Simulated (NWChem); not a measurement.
Species: CH5N cation, doublet; SMILES of the neutral closed-shell parent CN

```xyz
7

C      0.0221     0.7012    -0.0003
N      0.0004    -0.7013    -0.0001
H     -0.5848     1.0941    -0.8656
H      1.0462     1.1119    -0.0032
H     -0.5786     1.0940     0.8697
H     -0.8913    -1.2278     0.0001
H      0.8665    -1.2685     0.0002
```
Atoms are numbered in this order, from 1.

Level: PBE-D3(BJ)/def2-SVP, spin-unrestricted (NWChem), optimised geometry, unscaled harmonic frequencies. The spin multiplicity was typed, not searched, and may not be the lowest.

| frequency (cm⁻¹) | IR intensity (km/mol) |
|---|---|
| 76 | 27.7 |
| 691 | 158.2 |
| 876 | 21.6 |
| 945 | 0.0 |
| 1095 | 82.5 |
| 1195 | 6.2 |
| 1247 | 62.7 |
| 1286 | 39.7 |
| 1409 | 19.5 |
| 1552 | 31.0 |
| 2835 | 113.0 |
| 2843 | 57.5 |
| 3137 | 18.0 |
| 3364 | 122.9 |
| 3473 | 186.2 |

```yaml
zero_point_energy: 37.2 kcal/mol
thermal correction to the enthalpy at 298.15 K (with zero-point energy): 40.2 kcal/mol
heat capacity Cv: 10.7 cal/(mol K)
"entropy at 298.15 K and 1 atm (symmetry number 1, electronic part: spin degeneracy alone)": 61.7 cal/(mol K)
```

Rigid rotor and harmonic oscillator; modes under 100 cm⁻¹ make the entropy uncertain.
